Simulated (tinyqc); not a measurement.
Worked calculation: Pariser-Parr-Pople SCF with singles CI, for the molecule C=CC=C([CH2+])N (SMILES; centres numbered as the heavy atoms are written). One step of it, computed by the program tinyqc.

Question. Singles CI, triplets. Over the 9 single excitations with the smallest orbital gaps: A = (e_a - e_i) delta - (ij|ab), with (pq|rs) = sum c_mp c_mq gamma_mn c_nr c_ns.

orbital energies (eV): [-20.152241, -17.691839, -14.112310, -8.567413, -4.942200, -3.089285]

coefficients, order 1C, 2C, 3C, 4C, 5C, 6N:
```
[[0.203518, 0.466591, 0.234597, -0.544745, 0.558768, -0.277254],
 [0.370161, 0.628923, 0.140325, -0.008454, -0.515522, 0.426511],
 [0.481916, 0.211700, -0.242937, 0.623548, 0.102339, -0.514429],
 [0.623359, -0.379817, -0.146400, -0.028645, 0.391584, 0.539973],
 [0.305153, -0.212958, -0.484002, -0.559914, -0.444868, -0.340384],
 [0.328061, -0.390283, 0.781386, 0.006746, -0.245553, -0.262962]]
```

repulsion gamma_rs (eV), order 1C, 2C, 3C, 4C, 5C, 6N:
```
[[11.130000, 7.555066, 5.239813, 3.669945, 2.868661, 3.329846],
 [7.555066, 11.130000, 7.553419, 5.238149, 3.669426, 4.825747],
 [5.239813, 7.553419, 11.130000, 7.552365, 5.238149, 5.464507],
 [3.669945, 5.238149, 7.552365, 11.130000, 7.553419, 8.281382],
 [2.868661, 3.669426, 5.238149, 7.553419, 11.130000, 5.463816],
 [3.329846, 4.825747, 5.464507, 8.281382, 5.463816, 16.800000]]
```

Give: triplet CI matrix; triplet excitation energies.

Answer.

triplet CI matrix (eV), order 3>4, 2>4, 3>5, 3>6, 1>4, 2>5, 2>6, 1>5, 1>6:
```
[[0.0481, -0.3951, -0.7669, 0.1790, 0.5428, 0.2542, -0.2441, 0.4709, -0.0623],
 [-0.3951, 2.9726, 0.2542, -0.2441, -0.2861, 0.5090, 0.3856, 0.8855, 0.1681],
 [-0.7669, 0.2542, 3.3213, -1.4512, 0.4709, -0.2442, 0.6334, -0.0333, 0.2008],
 [0.1790, -0.2441, -1.4512, 4.3772, -0.0623, 0.6334, 0.2205, 0.2008, 0.2078],
 [0.5428, -0.2861, 0.4709, -0.0623, 5.1063, 0.8855, 0.1681, -0.5639, 0.7473],
 [0.2542, 0.5090, -0.2442, 0.6334, 0.8855, 6.0772, 0.6623, -0.3772, 1.5400],
 [-0.2441, 0.3856, 0.6334, 0.2205, 0.1681, 0.6623, 7.9235, 1.5400, 0.2358],
 [0.4709, 0.8855, -0.0333, 0.2008, -0.5639, -0.3772, 1.5400, 8.8812, -0.6882],
 [-0.0623, 0.1681, 0.2008, 0.2078, 0.7473, 1.5400, 0.2358, -0.6882, 9.6817]]
```

triplet excitation energies (eV): [-0.2826, 2.2632, 2.6562, 4.5018, 5.3019, 6.0977, 6.9430, 10.0365, 10.8716]
